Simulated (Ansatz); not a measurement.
**C3H6F2: how energies converge with the basis set**

One table from this session's results is given with a row withheld; the runs are named, their logs left out.

Program: Ansatz 0.2.0, Gaussian basis. Level of theory: one geometry, several basis sets. These are calculated values, not measurements.

Plan: PBE0-D4/def2-SVP; ωB97M-V/def2-SVP; PBE0-D4/def2-QZVPP; ωB97M-V/def2-QZVPP; the functionals' def2-TZVPP values are taken from earlier runs.

## The relaxed structure

All runs share one geometry, relaxed beforehand with PBE0-D4 in a triple-zeta def2 set.

SMILES `CC(F)CF`, 11 atoms, charge 0, spin multiplicity 1.

Atoms are counted from 1 here; the program's logs count them from 0.

Bond lengths: C1–C2 1.508 Å, C1–H6 1.090 Å, C1–H7 1.093 Å, C1–H8 1.092 Å, C2–F3 1.388 Å, C2–C4 1.504 Å, C2–H9 1.096 Å, C4–F5 1.377 Å, C4–H10 1.095 Å, C4–H11 1.095 Å. Angles: C2–C1–H6 109.8°, C2–C1–H7 110.8°, C2–C1–H8 110.7°, H6–C1–H7 108.4°, H6–C1–H8 108.3°, H7–C1–H8 108.7°, C1–C2–F3 109.0°, C1–C2–C4 112.2°, C1–C2–H9 111.2°, F3–C2–C4 108.6°, F3–C2–H9 106.6°, C4–C2–H9 109.1°, C2–C4–F5 110.8°, C2–C4–H10 109.9°, C2–C4–H11 110.0°, F5–C4–H10 108.3°, F5–C4–H11 108.3°, H10–C4–H11 109.5°.

Set-up of the first run:

File in.yaml:

```yaml
crystal:
  periodic: [false, false, false]
  atoms:
    - {symbol: C, position_ang: [-0.882980, 0.099361, 0.945250]}
    - {symbol: C, position_ang: [0.124360, 0.553321, -0.081749]}
    - {symbol: F, position_ang: [1.160609, 1.214324, 0.563354]}
    - {symbol: C, position_ang: [0.700756, -0.597835, -0.859847]}
    - {symbol: F, position_ang: [1.472422, -0.143880, -1.905974]}
    - {symbol: H, position_ang: [-1.208927, 0.950363, 1.543890]}
    - {symbol: H, position_ang: [-0.446531, -0.645323, 1.614978]}
    - {symbol: H, position_ang: [-1.759391, -0.335748, 0.460567]}
    - {symbol: H, position_ang: [-0.319106, 1.271594, -0.780353]}
    - {symbol: H, position_ang: [-0.107143, -1.211756, -1.270812]}
    - {symbol: H, position_ang: [1.331330, -1.211520, -0.208806]}
basis:
  gaussian: {orbitals: def2-SVP}
hamiltonian: {xc: pbe0, dispersion: d4}
output: {orbitals: {seedname: orbitals}}
```

Steps of the session up to this table: PBE0-D4 in def2-SVP; ωB97M-V in def2-SVP; PBE0-D4 in def2-QZVPP; ωB97M-V in def2-QZVPP.

One of the session's tables, all rows but one given; the rest of the session is left out.

It belongs to the step «Functionals by basis». 

```
functional       basis  HOMO (eV)  LUMO (eV)
   PBE0-D4    def2-SVP          ?          ?
   PBE0-D4  def2-TZVPP      -9.27       1.16
   PBE0-D4  def2-QZVPP      -9.31       0.67
   ωB97M-V    def2-SVP     -11.49       3.38
   ωB97M-V  def2-TZVPP     -11.68       2.59
   ωB97M-V  def2-QZVPP     -11.72       1.80
```

**Question.** Estimate the row for PBE0-D4, def2-SVP.

The run gave: HOMO (eV): -9.09; LUMO (eV): 1.74. In the column «HOMO (eV)» it is the highest.
